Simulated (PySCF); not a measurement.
Cartesian coordinates in Å; atom numbers follow the order of the lines, from 1:
```xyz
14

C     1.272    0.810    0.842
C     0.854   -0.586    0.431
S    -0.257   -0.633   -0.960
C    -1.735    0.154   -0.381
O     0.296    0.186   -2.005
O    -0.569   -2.014   -1.215
H     2.051    0.754    1.604
H     0.440    1.376    1.264
H     1.666    1.359   -0.013
H     0.374   -1.150    1.233
H     1.702   -1.176    0.071
H    -2.433    0.106   -1.217
H    -1.529    1.193   -0.129
H    -2.133   -0.397    0.470
```

Computed data (PySCF): GIAO B97-2/pcSseg-2 shieldings, structure optimised with PBE0-D3(BJ)/def2-TZVP. One averaged value for each set of equivalent atoms, non-relativistic Hamiltonian, single conformer, no solvent model.

Chemical shifts δ = σref − σ; ¹³C (σref 185.38), ¹H (σref 31.64) against TMS; ³³S (σref 517.10) against CS2; ¹⁷O (σref 327.66) against H2O, all at this level.

| atoms | nucleus | count | δ (ppm) |
| --- | --- | --- | --- |
| H10/H11 | ¹H | 2 | 2.62 |
| S3 | ³³S | 1 | 332 |
| H12/H13/H14 | ¹H | 3 | ? |
| C1 | ¹³C | 1 | 11.3 |
| H7/H8/H9 | ¹H | 3 | 1.28 |
| C4 | ¹³C | 1 | ? |
| C2 | ¹³C | 1 | 52.6 |
| O5/O6 | ¹⁷O | 2 | 198.1 |

**Question.** Complete the table.

**Answer.** 
- C4: 38.2 ppm, methyl carbon bonded to S
- H12/H13/H14: 2.38 ppm, hydrogen on a methyl carbon bonded to S

Shifts are as computed. Against solution values, carbons near 30 ppm lie about +3 ppm off and those near 130 ppm about +7 ppm. Of 1211 compounds with measured shifts, 218 miss one by over three times the rms of a fit or turn the order of signals round; such compounds aren't used in these exercises. Experimental scales use liquid or dissolved standards, which lie at an offset from isolated H2O (liquid H2O: subtract about 36 ppm).
